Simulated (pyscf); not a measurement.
HO–P(OH)–OH (SMILES OP(O)O) + H₂ (SMILES [H][H]) → HO–PH–OH (SMILES OPO) + H₂O (SMILES O), a four-centre exchange (singlet surface; O–P, H–H broken, H–P, H–O formed). Single points on ωB97X-D3(BJ)/def2-SVP structures (PySCF, gas phase). Energies in eV from the separated reactants.

Small-basis levels: PySCF, no dispersion term, spherical d functions. 

### Question
Quick SVWN5/6-31G* single points give ΔE‡ = 2.00 eV and ΔE = +0.79 eV. What does ωB97M-D3(BJ)/def2-TZVP give, and how far is the quick result from it?

### Answer
ωB97M-D3(BJ)/def2-TZVP gives ΔE‡ = 2.69 eV and ΔE = +0.61 eV. SVWN5/6-31G* lies 0.69 eV under it in the barrier and 0.19 eV over it in the reaction energy, so on this step it does not hold to within 0.13 eV. ωB97M-D3(BJ)/def2-TZVP has limits of its own. On the product side the descent ends in a complex (not fully relaxed), 0.18 eV under the separated species and 2.37 eV under the saddle at ωB97X-D3(BJ)/def2-TZVP. At ωB97X-D3(BJ)/def2-TZVP the barrier from the zero used here is 2.78 eV. One saddle was located; it need not be the lowest between these sides.
